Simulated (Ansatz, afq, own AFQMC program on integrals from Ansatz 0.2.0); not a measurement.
GeH2, triplet → GeH2⁺, doublet

```xyz
3

Ge    0.0000   -0.0208    0.0000
H     0.0000    0.7490   -1.3344
H     0.0000    0.7490    1.3344
```

E(doublet, charge +1) − E(triplet, charge +0) at this geometry, on UHF and UHF determinants.

Basis aug-cc-pVDZ. Noble-gas cores (and the filled d shells of Ga–Kr and In–Xe) are frozen. AFQMC by an in-house program on the Cholesky factors that Ansatz 0.2.0 writes for its CCSD(T) run. The CISD trial takes its coefficients from CCSD amplitudes. Released means that phaseless walkers are propagated on without the constraint, phases kept. Free projection: walkers drawn from exp(T), propagated without any constraint. Its projection time is finite, and what remains of the start isn't in its error. ± is one standard error of the sampling. No spin–orbit coupling. The errors of all members are added in quadrature.

No full CI on the walks' own integrals is used here; CCSDT(Q) serves as the reference and is uncertain by about the last step of the cluster series. Each member takes its own surest rung, up to full CI.

Errors are counted within aug-cc-pVDZ, not against nature.

Cautions: inner d shell frozen; no relativity below Rb; no spin-orbit coupling; GeH₂ (triplet): lower spins were not checked.

| level | vertical ionization energy (eV) |
| --- | --- |
| CCSD | 7.865 |
| HF | 7.510 |

**Question.** From these cheaper values, estimate the vertical ionization energy at the reference level in aug-cc-pVDZ.

**Answer.** 7.888 eV (CCSDT(Q) in aug-cc-pVDZ).

| level | vertical ionization energy (eV) | error against CCSDT(Q) (eV) |
| --- | --- | --- |
| MP2 | 7.831 | -0.056 |
| CCSD(T) | 7.884 | -0.004 |
| CCSDT | 7.887 | -0.001 |
| ph-AFQMC/HF | 7.900 ± 0.019 | 0.013 ± 0.019 |
| ph-AFQMC/CISD | 7.891 ± 0.001 | 0.003 ± 0.001 |
| released AFQMC | 7.888 ± 0.0009 | 0.001 ± 0.0009 |
| free AFQMC | 7.888 ± 0.001 | 0.000 ± 0.001 |

Correlation beyond CCSD(T) adds 0.004 eV. The perturbative (T) step is worth +0.019 eV.

Free projections are given only where their last times agree within the noise and don't stop above the reference; a slow remainder of the start can still hide under it. A walk keeps the symmetry of its determinant, which the program's search chose and which needn't be the lowest solution, so a lower state of the same spin and another symmetry isn't excluded. Released energies are given only where the last usable release times agree within the noise; a slower fall can still hide under it.
